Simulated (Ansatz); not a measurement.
Grey tin (α-Sn), treated with PBEsol in Ansatz (PAW).

Run with plane-wave cutoff 520 eV, 20×20×20 k mesh, Fermi–Dirac smearing 0.05 eV, perturbation theory, scalar-relativistic PAW data made under PBE.

Computed at the level's own relaxed cell.

Harmonic phonon frequencies (cm⁻¹; i marks an imaginary mode):

| q point | frequencies |
|---|---|
| Γ | 0 0 0 183 183 183 |
| X | ___ |
| L | ___ |

### Question
Fill in the missing entries.

### Answer

- X, frequencies: 35 35 147 147 176 176
- L, frequencies: 31 31 130 154 182 182

Measured, for comparison: zone-centre TO phonon frequency 200 cm⁻¹ (low temperature, zero-point motion not removed; as tabulated in Tanner et al. (2021), arXiv:2110.11888). Computed (rounded) less measured: zone-centre TO phonon frequency -8 %.

No imaginary mode appears at these points.

Note: the solid has no gap at this level, which affects its response.

Ansatz is a quantum-chemistry and plane-wave program.
